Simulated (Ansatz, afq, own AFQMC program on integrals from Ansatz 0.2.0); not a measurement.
Integrals from Ansatz 0.2.0, then the random walk in our own AFQMC program (afq).

```yaml
crystal:
  periodic: [false, false, false]
  atoms:
    - {symbol: Si, position_ang: [0.000000, 0.000000, 0.000000]}
    - {symbol: O, position_ang: [0.000000, 0.000000, 1.563000]}
basis:
  gaussian: {orbitals: 6-31G}
magnetization: {spin_polarized: false, initial_magnetization: 2}
correlation: {method: ccsd_t, electrons: outside_noble_gas, hamiltonian_folder: ham}
```

```sh
$ ansatz run in.yaml --threads 1 --pin off --events-out ev --progress --plain --max-ram 24576MiB --backend cuda --devices 0, --max-vram 18GiB
```

Options of the walk:

```
--method phaseless --trial cisd --walkers 4000 --populations 20 --least-time 60 --time-step 0.005 --steps-per-block 50 --equilibration-blocks 28 --max-blocks 4000 --target-error 0.00019 --factor-cut 1e-05 --start spin_pure --seed 3706 --release-times 0.24,0.51,0.99,1.62,2.4 --release-step 0.03 --release-every 3 --taylor-order 6
```

Times are imaginary, in 1/Eh. The walk had a cap of 122 s. With eight or more populations the least sampling time is a fifth of least-time, and the error comes from their spread.

```
orbitals 16  electrons 6 4  factors 86 of 216
reference energy -363.58026483 Eh
CCSD correlation -0.17089660 Eh in 16 cycles, weight of the determinant in the CISD state 0.7207
energy of the start -363.751153 Eh
 block  time / (1/Eh)  mean weight  energy / Eh
     1     0.250  0.9999  -363.750017
     2     0.500  1.0001  -363.751590
     3     0.750  0.9999  -363.752728
     4     1.000  1.0000  -363.753919
     5     1.250  1.0000  -363.755713
     7     1.750  1.0003  -363.756258
     9     2.250  1.0001  -363.757013
    19     4.750  0.9997  -363.757220
    37     9.250  1.0000  -363.756691
    55    13.750  1.0003  -363.759218
    73    18.250  1.0002  -363.755148
    91    22.750  1.0000  -363.759206
   109    27.250  1.0000  -363.759867
   127    31.750  0.9999  -363.755903
   145    36.250  0.9999  -363.757382
   163    40.750  0.9998  -363.758254
   181    45.250  1.0001  -363.756910
   199    49.750  1.0002  -363.755862
   217    54.250  1.0001  -363.761004
   235    58.750  1.0000  -363.756191
   253    63.250  1.0001  -363.756397
   271    67.750  1.0002  -363.757089
   289    72.250  1.0001  -363.755939
   307    76.750  1.0001  -363.756842
   316    79.000  1.0002  -363.754551
   325    81.250  1.0001  -363.756469
   343    85.750  0.9999  -363.755925
   361    90.250  1.0002  -363.757863
   370    92.500  1.0002  -363.758225
error from the spread of 20 populations
released: time / (1/Eh)  energy / Eh  error  mean overlap
  0.24  -363.756754  0.000317  0.9995
  0.51  -363.756586  0.001183  0.9996
  0.99  -363.757611  0.000110  1.0002
  1.62  -363.758461  0.000278  1.0002
  2.40  -363.760264  0.001305  1.0008
energy -363.756859 +/- 0.000113 Eh
(rows thinned)
```

(1) Estimate how long the walk took on 1 × NVIDIA H100 80GB HBM3 with 2 threads of AMD EPYC 7R13 Processor (Zen 3), on a shared host (the card was shared).

The run passed its tests (sampling time, drift between the halves within three errors, error under three times the target), which doesn't prove that it has relaxed.

Against this walk (error 3.1 meV) on the same determinant: CCSD(T) 12.5 meV higher, CCSDT(Q) 88.1 meV lower, CCSDTQ 73.0 meV lower, full CI 73.9 meV lower. The error is statistical and leaves out the bias of the constraint. The released energies have errors that jump between times, so the bars are unsure (meV from the phaseless value at times in 1/Eh: 3 ± 9 at 0.24, 7 ± 32 at 0.51, -20 ± 3 at 0.99, -44 ± 8 at 1.62, -93 ± 36 at 2.40), so they give no level; they do show a bias of the constraint, and the last of them that isn't too noisy lies 30 meV above full CI. Full CI is exact here, so the walk's 74 meV above it is the walk's own error: the bias of the constraint with this trial. The determinant is a poor start (see the cautions), so the low cluster orders aren't to be relied on, and full CI is the sure value.

Cautions: constraint bias not in the error; lower spins were not checked; the search met a lower determinant of the same kind, perhaps of another symmetry (776 meV lower), and this one is a saddle point; strong correlation (T1 0.103, weight of the determinant 0.72, largest double 0.15).

Answers

(1) 100 s of wall time.

CCSDT and higher add their correlation energy to the determinant of the CCSD(T) run, since their own runs factorise the integrals more tightly (a shift of under 2 meV). A walk keeps the symmetry of its determinant, which the program's search chose and which needn't be the lowest solution, so a lower state of the same spin and another symmetry isn't excluded.
